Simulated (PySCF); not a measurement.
## Gas-phase XPS of 3-amino-1-propanol, computed

Species: 3-amino-1-propanol, C₃H₉NO.
Structure used (PBE0-D3(BJ)/def2-SVP), in Å, numbered top down from 1:
```xyz
14
C3H9NO angstrom
N      1.2711    0.7611    0.6402
C      0.9341   -0.5836    0.1818
C     -0.5750   -0.7817    0.1272
C     -1.2743    0.1977   -0.8088
O     -1.1780    1.5219   -0.3813
H      1.0554    0.8639    1.6310
H      2.2651    0.9506    0.5344
H      1.3958   -1.3850    0.7934
H      1.3418   -0.6995   -0.8375
H     -1.0012   -0.6677    1.1406
H     -0.7865   -1.8169   -0.1895
H     -0.8597    0.0598   -1.8335
H     -2.3453   -0.0599   -0.8755
H     -0.2435    1.6395   -0.1227
```

Computed, not measured: delta-SCF UKS SCAN, pcX-2 on the ionised atom, pcseg-1 elsewhere, spin-free X2C in PySCF. These are vertical core ionisation energies against the vacuum level, from separate self-consistent calculations with and without the core hole.

Problem. What binding energy does each computed site have?

Solution. 
| atom(s) | bonded to | level | binding energy (eV) | above the level's lowest (eV) | count |
| --- | --- | --- | --- | --- | --- |
| N1 | C and 2 H | N 1s | 405.51 | 0.00 | 1 |
| C2 | N, C and 2 H | C 1s | 291.75 | +1.13 | 1 |
| C3 | 2 C and 2 H | C 1s | 290.62 | 0.00 | 1 |
| C4 | O, C and 2 H | C 1s | 291.71 | +1.09 | 1 |
| O5 | C and H | O 1s | 537.55 | 0.00 | 1 |

The listed C 1s values span 1.13 eV, from C3 (bonded to 2 C and 2 H) to C2 (bonded to N, C and 2 H). The values 291.71 and 291.75 eV lie too close for their order to be trusted.

Problem. Which photon energy gives electrons from C 1s of C4 a kinetic energy of 50 eV, and what is their de Broglie wavelength?

Solution. hν = 291.71 + 50 = 341.71 eV, recoil neglected; λ = 12.264 Å/√(E/eV) = 1.73 Å.

Problem. Which effective nuclear charge Zeff reproduces each element's mean 1s value in the hydrogen-like formula E = 13.606 eV × Zeff²?

Solution. C (Z = 6): mean 291.4 eV, Zeff = 4.63, Z − Zeff = 1.37; N (Z = 7): mean 405.5 eV, Zeff = 5.46, Z − Zeff = 1.54; O (Z = 8): mean 537.5 eV, Zeff = 6.29, Z − Zeff = 1.71. Means run over the listed sites, weighted by atom count.

Isolated species at its PBE0-D3(BJ)/def2-SVP geometry (one conformer only).

The run took 32 s on Arm Neoverse V1, one thread (shared host).
